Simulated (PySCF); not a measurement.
## input.py for CF⁺

File input.py (PySCF 2.14):

```python
from pyscf import gto, scf

mol = gto.M(
    atom='C 0 0 0; F 0 0 1.346',
    basis='x2c-svpall',
    charge=1,
    spin=0,
    verbose=3,
)
mf = scf.RHF(mol)
mf = mf.sfx2c1e()
mf.kernel()
mf.analyze()
print('orbital energies (hartree):', mf.mo_energy[..., max(0, mol.nelec[1]-3):mol.nelec[0]+3].round(4))
```

```bash
$ OMP_NUM_THREADS=1 python input.py
```

Output (some set-up lines and the per-cycle HOMO/LUMO lines with their warnings removed):

```
converged SCF energy = -136.772572212747
**** MO energy ****
MO #1   energy= -26.8096815515102  occ= 2
MO #2   energy= -11.9568036871867  occ= 2
MO #3   energy= -2.05403705160298  occ= 2
MO #4   energy= -1.28766411062177  occ= 2
MO #5   energy= -1.10243966920577  occ= 2
MO #6   energy= -1.10243966918147  occ= 2
MO #7   energy= -0.98872883762811  occ= 2
MO #8   energy= -0.335958325105555 occ= 0
MO #9   energy= -0.335958325096476 occ= 0
MO #10  energy= -0.0520642476330559 occ= 0
[18 lines left out]
 ** Mulliken atomic charges  **
charge of    0C =      1.01599
charge of    1F =     -0.01599
Dipole moment(X, Y, Z, Debye): -0.00000,  0.00000,  1.06162
orbital energies (hartree): [-1.1024 -1.1024 -0.9887 -0.336  -0.336  -0.0521]
```

In short: E(SCF) = -136.772572 Eh.

It ran on Arm Neoverse N1 (1 thread, shared host) in 1.7 s, peak memory 0.12 GiB.

Stability towards an unrestricted solution was not tested. The bond length is a typed value, not an optimised one. The dipole of an ion depends on the origin.
